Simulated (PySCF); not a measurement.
Species: chloroethane, C₂H₅Cl.
Geometry (GFN2-xTB, Å), atoms numbered from 1 in this order:
```
atom  x, y, z in Å
C1    -0.7970    0.0414   -0.0422
C2     0.6994   -0.1912   -0.0160
Cl3    1.5592    1.2954    0.4839
H4    -1.1564    0.3290    0.9425
H5    -1.0512    0.8286   -0.7476
H6    -1.2982   -0.8756   -0.3450
H7     1.0813   -0.4542   -1.0023
H8     0.9719   -0.9641    0.7022
```

The computed photoelectron lines, unassigned: C 1s: 291.17 (area 1), 292.43 (area 1) eV; Cl 1s: 2828.48 eV; Cl 2p3/2: 205.88 eV.

Theory: delta-SCF UKS SCAN, pcX-2 on the ionised atom, pcseg-1 elsewhere, spin-free X2C in PySCF 2.14.0. Isolated species at its GFN2-xTB geometry, gas phase.

(1) Order the carbon atoms by C 1s binding energy.

## Answers

(1) 291.17 eV: C1 (methyl carbon); 292.43 eV: C2 (sp3 C–Cl carbon). Lowest listed C 1s: C1, bonded to C and 3 H. Highest, 1.26 eV above it: C2, bonded to Cl, C and 2 H. Summing the Pauling electronegativity differences to the bonded atoms, each weighted by its formal bond order, gives -1.05 for the lowest site and -0.09 for the highest.

Bonded neighbours of each site: C1: C and 3 H; C2: Cl, C and 2 H; Cl3: C.

Problem. Which effective nuclear charge Zeff reproduces each element's mean 1s value in the hydrogen-like formula E = 13.606 eV × Zeff²?

Solution. C (Z = 6): mean 291.8 eV, Zeff = 4.63, Z − Zeff = 1.37; Cl (Z = 17): mean 2828.5 eV, Zeff = 14.42, Z − Zeff = 2.58. Means run over the listed sites, weighted by atom count.

The 2p values aren't plain energy differences: one relaxed spin-free 2p hole is combined with a matrix within the shell (ground-state 2p orbital-energy differences and spin–orbit coupling). 2p3/2, the mean of its two sublevels, lies a third of the splitting below the shell's mean and 2p1/2 two thirds above it; the statistical areas are 2:1. 2p1/2 minus 2p3/2 (ligand field included): Cl 1.65 eV.
